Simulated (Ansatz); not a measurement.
C3H5NS can be A, `NC1=CSC1`, or B, `CC1=C(N)S1`.

Program: Ansatz. Geometries: PBE0-D4/def2-TZVP. ΔE: electronic, gas phase. CCSD(T)/CBS is the MP2 limit (def2-TZVPP, def2-QZVPP) plus CCSD(T) − MP2 in def2-TZVPP, frozen cores. DFT in def2-TZVPP. B3LYP here is the variant with VWN-RPA as its local correlation; programs differ in this. One conformer a species, not always the lowest.

A:

```xyz
10

N     0.985   -0.644   -1.029
C     0.134   -0.212   -0.031
C    -0.319   -0.748    1.111
S    -1.178    0.692    1.703
C    -0.432    1.168    0.089
H     1.157   -1.638   -1.029
H     0.748   -0.313   -1.952
H    -0.215   -1.710    1.592
H    -1.187    1.442   -0.650
H     0.309    1.961    0.196
```

B:

```xyz
10

C     1.031   -0.052   -1.405
C     0.234    0.361   -0.255
C    -0.573    0.240    0.734
N    -1.395   -0.485    1.526
S    -0.230    1.991    0.557
H     0.660    0.408   -2.327
H     0.985   -1.138   -1.521
H     2.080    0.238   -1.288
H    -1.221   -1.478    1.547
H    -1.572   -0.084    2.433
```

(1) Which is lower in electronic energy at CCSD(T)/CBS, and by how much? (Best estimate.)

(2) Give E(B) − E(A) in kcal/mol with B3LYP-D4, B2PLYP, HF/def2-TZVPP, MP2/def2-TZVPP, PBE-D4, r2SCAN-D4, CCSD(T)/def2-TZVPP. (Best estimate.)

Largest T1 diagnostic: 0.012.

## Answers

(1) Ansatz gave: A, by 22.9 kcal/mol.

(2) The calculation gave: B3LYP-D4 20.5, B2PLYP 20.9, HF/def2-TZVPP 22.9, MP2/def2-TZVPP 21.7, PBE-D4 20.8, r2SCAN-D4 21.2, CCSD(T)/def2-TZVPP 23.3. None reverses the order clearly.

From PBE to PBE0 (25 % exact exchange), in def2-TZVPP and without D4, E(B) − E(A) moves by +1.7 kcal/mol.
